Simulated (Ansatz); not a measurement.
Input file:

```yaml
crystal:
  periodic: [false, false, false]
  atoms:
    - {symbol: N, position_ang: [0.000000, 0.000000, -1.178102]}
    - {symbol: N, position_ang: [0.000000, 0.000000, -0.006984]}
    - {symbol: O, position_ang: [0.000000, 0.000000, 1.185085]}
basis:
  gaussian: {orbitals: STO-3G}
magnetization: {spin_polarized: true, initial_magnetization: 0}
correlation: {method: ccsdtq, electrons: outside_noble_gas}
```

```sh
$ ansatz run in.yaml --threads 1 --pin off --events-out ev --progress --plain --max-ram 3956MiB --backend cpu
```

The program prints:

```
249 factors; integrals over basis functions are off by at most 2.7e-8 eV
mean field evaluation 1: about -4927.2385 eV, gradient 2.7e1 eV
mean field evaluation 2: about -4927.3023 eV, gradient 2.7e1 eV
mean field evaluation 4: about -4930.4784 eV, gradient 4.3e0 eV
mean field evaluation 8: about -4930.6035 eV, gradient 1.4e-5 eV
mean field evaluation 16: about -4930.6192 eV, gradient 5.4e-1 eV
mean field evaluation 32: about -4925.6345 eV, gradient 2.3e1 eV
mean field evaluation 64: about -4930.4982 eV, gradient 3.3e-3 eV
mean field evaluation 96: about -4927.6947 eV, gradient 2.5e-1 eV
mean field evaluation 128: about -4927.6853 eV, gradient 2.6e-1 eV
mean field -4931.08560527 eV, -181.2140535838 hartree, gradient 1.9e-6 eV, S^2 0.747793; 8 other end points of the search recorded, 0 dependent functions left out
determinant -4931.08560527 eV, -181.2140535838 hartree, with singles and doubles -4937.08790985 eV, -181.4346342086 hartree
determinant -4927.68321587 eV, -181.0890180796 hartree, with singles and doubles -4931.48153962 eV, -181.2286039026 hartree
determinant -4930.59979215 eV, -181.1962002808 hartree, with singles and doubles -4937.06981324 eV, -181.4339691706 hartree
determinant -4931.08560527 eV, -181.2140535838 hartree, with singles and doubles -4937.10879198 eV, -181.4354016128 hartree
determinant -4930.59979215 eV, -181.1962002808 hartree, with singles and doubles -4937.07128890 eV, -181.4340234001 hartree
3 core orbitals not correlated: weight in the atoms' cores, before any rotation towards them, 1.000 or more for the frozen orbitals, at most 0.000 for the correlated occupied ones
reference -4931.08560527 eV, -181.2140535838 hartree; 8, 8 occupied and 4, 4 virtual orbitals, 249 factors
second order -4.46733264 eV of doubles, -0.00000000 eV of singles
cycle   1  -4.64347359 eV  change   -1.8e-1 eV  update   1.6e-1
cycle   2  -5.23542274 eV  change   -5.9e-1 eV  update   1.0e-1
cycle   3  -6.17050505 eV  change   -9.4e-1 eV  update   8.6e-2
cycle   4  -6.40953815 eV  change   -2.4e-1 eV  update   5.0e-2
cycle   5  -6.51093195 eV  change   -1.0e-1 eV  update   2.9e-2
cycle   6  -6.56768449 eV  change   -5.7e-2 eV  update   1.6e-2
cycle   7  -6.60786194 eV  change   -4.0e-2 eV  update   7.1e-3
cycle   8  -6.60044008 eV  change    7.4e-3 eV  update   5.5e-3
cycle   9  -6.59640451 eV  change    4.0e-3 eV  update   2.3e-3
cycle  10  -6.60396291 eV  change   -7.6e-3 eV  update   1.0e-3
cycle  11  -6.60371098 eV  change    2.5e-4 eV  update   4.2e-4
cycle  12  -6.60418889 eV  change   -4.8e-4 eV  update   2.2e-4
cycle  13  -6.60381917 eV  change    3.7e-4 eV  update   1.3e-4
cycle  14  -6.60407346 eV  change   -2.5e-4 eV  update   5.9e-5
cycle  15  -6.60383201 eV  change    2.4e-4 eV  update   3.7e-5
cycle  16  -6.60387342 eV  change   -4.1e-5 eV  update   1.1e-5
cycle  17  -6.60388887 eV  change   -1.5e-5 eV  update   7.2e-6
cycle  18  -6.60389785 eV  change   -9.0e-6 eV  update   4.9e-6
cycle  19  -6.60389695 eV  change    9.0e-7 eV  update   3.0e-6
cycle  20  -6.60390432 eV  change   -7.4e-6 eV  update   1.4e-6
cycle  21  -6.60390490 eV  change   -5.8e-7 eV  update   6.3e-7
Total energy: -4937.68951017 eV, -181.4567426125 hartree
```

For the same geometry and basis full CI lies 2.5 meV lower.

Ran on 1 thread of AMD EPYC 7R13, shared host: 77 s wall, 1.2 GiB peak host memory.
